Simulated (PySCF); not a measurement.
A GIAO shielding run with PySCF 2.14 (density fitting, non-relativistic, gas phase) on SMILES O=C(Cl)C1CC1, C4H5ClO:

```
$ OMP_NUM_THREADS=1 python probes_run.py task.json out

{"job": {"kind": "nmr", "xc": "BHandHLYP", "basis": "pcSseg-2", "pop": false}, "charge": 0, "multiplicity": 1}
O      1.724628    -1.962649     0.607073
C      1.207855    -1.040876     0.075070
Cl     1.985608    -0.292067    -1.375643
C     -0.058724    -0.397414     0.472689
C     -0.274504     1.091937     0.324427
C     -1.022462     0.159123    -0.550940
H     -0.478209    -0.887854     1.354650
H      0.542957     1.662839    -0.121297
H     -0.794568     1.583052     1.150182
H     -2.082365    -0.022021    -0.357782
H     -0.717310     0.088032    -1.597328
```

Hardware: 1 thread of an Arm Neoverse V2, shared host. The job also computes ring-centre shieldings.

(1) How large is the calculation?

(2) How long does it take, and how much memory does it need?

(3) And these other runs on the same molecule and hardware: GIAO shielding at B97-2/pcSseg-2; GIAO shielding at CAM-B3LYP/pcSseg-2; GIAO shielding at LC-wPBE/pcSseg-2; GIAO shielding at WP04/pcSseg-2; GIAO shielding at wB97X-D/pcSseg-2?

## Answers

(1) 54 electrons, 293 basis functions and 808 auxiliary functions.

(2) 40 s of wall time, with 13 SCF cycles and 6 response iterations; peak memory 1.2 GiB. Times on a shared host scatter by some tens of per cent.

(3) B97-2/pcSseg-2: 293 functions, 41 s; CAM-B3LYP/pcSseg-2: 293 functions, 55 s; LC-wPBE/pcSseg-2: 293 functions, 64 s; WP04/pcSseg-2: 293 functions, 41 s; wB97X-D/pcSseg-2: 293 functions, 54 s.
